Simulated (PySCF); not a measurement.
Gas-phase reaction: trisilylamine + 2 N = 3 H2SiNH

Computed with PySCF and rigid-rotor harmonic-oscillator thermochemistry at 1 bar. † marks an energy on the PBE0/def2-TZVP geometry and frequencies; other levels use their own. MP2 and CCSD(T) freeze the core. Open shells (unrestricted): N (multiplicity 4); the rest are closed-shell singlets. B3LYP is the form with VWN-RPA correlation. H2SiNH: computed as isolated molecules; such fragments, hydroxides, amides, oligomers or adducts are transient or little studied in the gas. MP2 isn't extrapolated to the basis-set limit; its ΔH°(298 K) is -268.2 kJ in def2-SVP and -361.7 kJ in def2-TZVPP. CCSD(T) isn't extrapolated to the basis-set limit. The harmonic model lacks anharmonicity and excited electronic states, which grow with temperature; levels with a mode under 35 cm⁻¹ are left out. Internal rotation in trisilylamine is treated as a harmonic vibration of one conformer, which makes the entropy rough. Warning, large T1 diagnostic: H2SiNH (CCSD(T)/def2-SVP†).

```
level               ΔE electronic, kJ  ΔH°(298 K), kJ  ΔS°(298 K), J/K  ΔG°(1000 K), kJ
------------------  -----------------  --------------  ---------------  ---------------
B3LYP/def2-TZVP†                 -421            -407               64             -460
CCSD(T)/def2-SVP†                -242            -228               64             -281
HF/def2-TZVP†                     216             229               64              176
M06-2X/def2-TZVP†                -345            -331               64             -384
MP2/def2-TZVPP†                  -376            -362               64             -415
PBE/def2-SVP                     -484            -471               55             -514
PBE0/def2-TZVP                   -376            -362               64             -416
r2SCAN/def2-TZVP†                -364            -350               64             -404
ωB97M-V/def2-TZVP†               -374            -360               64             -413
ωB97X-V/def2-TZVP†               -347            -333               64             -386
```
ΔH° is lowest at PBE/def2-SVP and highest at HF/def2-TZVP†. No reference value is set beside these.
